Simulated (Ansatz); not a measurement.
Ansatz (a first-principles code) input:

Ansatz 0.2 input:
```yaml
crystal:
  periodic: [false, false, false]
  atoms:
    - {symbol: O, position_ang: [0.05868076, 0.71529811, -0.05163121]}
    - {symbol: O, position_ang: [0.04226471, -0.60960507, -0.00105923]}
    - {symbol: H, position_ang: [-0.80756382, -0.84554439, 0.42152350]}
basis:
  gaussian:
    orbitals: 6-31G
magnetization: {spin_polarized: true, initial_magnetization: 1}
correlation: {method: ccsd_t, electrons: outside_noble_gas}
```

### Question
What final total energy does it print?

### Answer
-150.35227 Eh (CCSD(T)/6-31G). The basis has 20 functions.

It need not be the lowest isomer of its formula.
